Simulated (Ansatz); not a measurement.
Born–Oppenheimer molecular dynamics of AlClH2 (4 atoms, charge 0, multiplicity 1). It starts at the highest image of a converged band, a first-order saddle point between two minima.

The calculation used Ansatz, RKS r2SCANh-D4/cc-pVDZ.

* ensemble: NVE (velocity Verlet)
* time step: 0.5 fs
* steps asked: 200
* starting velocities drawn for: 300 K
* seed: 9595

First frame:

```xyz
4
Properties=species:S:1:pos:R:3
Al 0.251 0.000 -0.658
Cl 1.281 0.000 1.779
H 1.735 0.000 0.285
H -1.319 0.000 -0.281
```

**Question.** How far do the bonds stretch over the last three quarters of this one trajectory? (Pairs bonded in most of those frames.)

**Answer.** 
| bond | mean (Å) | spread (Å) | shortest | longest |
| --- | --- | --- | --- | --- |
| Al1–H4 | 1.648 | 0.025 | 1.61 | 1.69 |
| Cl2–H3 | 1.347 | 0.034 | 1.29 | 1.40 |

Pairs bonded in part of these frames only: Al1–Cl2 25 %.

Mean temperature of the second half: 613 K. The conserved energy stayed within 0.053 meV per atom of its start (net change -0.024 meV per atom), so the integration is sound. The kinetic energy rose, since the run started high on the potential surface and went downhill. It ends in pieces (AlH + ClH), so much of that is their flight and rotation, not heat. A run of 0.1 ps of so small a system gives no equilibrium averages. The orbitals stay closed-shell, which can raise the energy where a bond breaks towards radicals; this wasn't checked here.

The run took 2.8 min on 1 thread of Intel(R) Xeon(R) 6975P-C (Granite Rapids) (shared host), peak memory 0.12 GiB.
